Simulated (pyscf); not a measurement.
This saddle point was located with ωB97X-D3(BJ)/def2-SVP in PySCF.

```xyz
7

F     -1.9105    -0.5899     0.1372
Ge    -0.0888    -0.0729    -0.5276
F      0.4749     1.2453     0.4100
F     -0.9552     0.7657    -1.7683
H      0.8582    -0.9667    -1.3019
F     -0.0500    -1.2476     1.0057
H     -1.2947    -1.0983     0.8410
```
Charge 0, spin multiplicity 1.

Surface: singlet, charge 0. Lowest wavenumbers (cm⁻¹): 394i, 35, 225, 271, 297.

Problem. Name the species on either side of this saddle.

Solution. HF + F–GeH(F)–F ⇌ F–GeH(F)–F + HF, a four-centre exchange read from left to right: F–H, F–Ge broken and F–Ge, F–H formed. At ωB97M-D3(BJ)/def2-TZVP it lies +15.7 kcal/mol from the left side and +15.7 kcal/mol from the right (each side as separated species at their lowest minima found). On the product side the descent ends in a complex, 5.0 kcal/mol under the separated species and 21.0 kcal/mol under the saddle at ωB97X-D3(BJ)/def2-TZVP. This is the saddle that the search found; another between the same sides may lie lower. Elements up to Kr have no core potential and no relativistic terms here.
